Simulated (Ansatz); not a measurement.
C3H9N, singlet: from triple and quadruple zeta to the limit

```json
{"atom": "C", "x (Å)": "-0.8127", "y (Å)": "0.9189", "z (Å)": "-0.6597"}
{"atom": "C", "x (Å)": "-0.0925", "y (Å)": "-0.3157", "z (Å)": "-0.1380"}
{"atom": "C", "x (Å)": "1.3899", "y (Å)": "-0.0484", "z (Å)": "0.0772"}
{"atom": "N", "x (Å)": "-0.6909", "y (Å)": "-0.7142", "z (Å)": "1.1276"}
{"atom": "H", "x (Å)": "-1.8827", "y (Å)": "0.7141", "z (Å)": "-0.8276"}
{"atom": "H", "x (Å)": "-0.7377", "y (Å)": "1.7389", "z (Å)": "0.0717"}
{"atom": "H", "x (Å)": "-0.3846", "y (Å)": "1.2571", "z (Å)": "-1.6156"}
{"atom": "H", "x (Å)": "-0.1776", "y (Å)": "-1.1049", "z (Å)": "-0.9195"}
{"atom": "H", "x (Å)": "1.8797", "y (Å)": "0.2630", "z (Å)": "-0.8579"}
{"atom": "H", "x (Å)": "1.9083", "y (Å)": "-0.9508", "z (Å)": "0.4405"}
{"atom": "H", "x (Å)": "1.5268", "y (Å)": "0.7442", "z (Å)": "0.8296"}
{"atom": "H", "x (Å)": "-1.6761", "y (Å)": "-0.9378", "z (Å)": "0.9973"}
{"atom": "H", "x (Å)": "-0.2498", "y (Å)": "-1.5643", "z (Å)": "1.4745"}
```

Ansatz 0.2.0, RHF determinant, valence electrons correlated. Energies in eV.

| set | X | functions | Hartree–Fock | MP2 correlation | CCSD(T) correlation | time |
| --- | --- | --- | --- | --- | --- | --- |
| def2-TZVPP | 3 | 250 | -4717.3482 | -20.5151 | -22.5365 | 8 s on 1 × NVIDIA H100 80GB HBM3 with 1 thread of AMD EPYC 7R13 Processor (Zen 3), with other jobs on the host |
| def2-QZVPP | 4 | 498 | -4717.5831 | -21.8374 | -23.6972 | 32 s on 1 × NVIDIA H100 80GB HBM3 with 1 thread of AMD EPYC 7R13 Processor (Zen 3), with other jobs on the host |

Hartree–Fock is taken to follow E(X) = E∞ + A·exp(−7.88·√X), correlation E(X) = E∞ + B·X^−2.97.

Work out the CCSD(T) energy at the limit, and how far the shortcut misses it that extrapolates MP2 and adds CCSD(T) minus MP2 from the smaller set.

Hartree–Fock: E∞ = E4 + 0.1377·(E4 − E3) = -4717.6155. Correlation: E∞ = E4 + 0.7407·(E4 − E3) = -24.5569 for CCSD(T) and -22.8169 for MP2. The limit is -4742.1724 eV, 0.892 eV below def2-QZVPP. The shortcut gives a correlation energy of -22.8169 + (-2.0214) = -24.8383, 281 meV lower than the direct value.
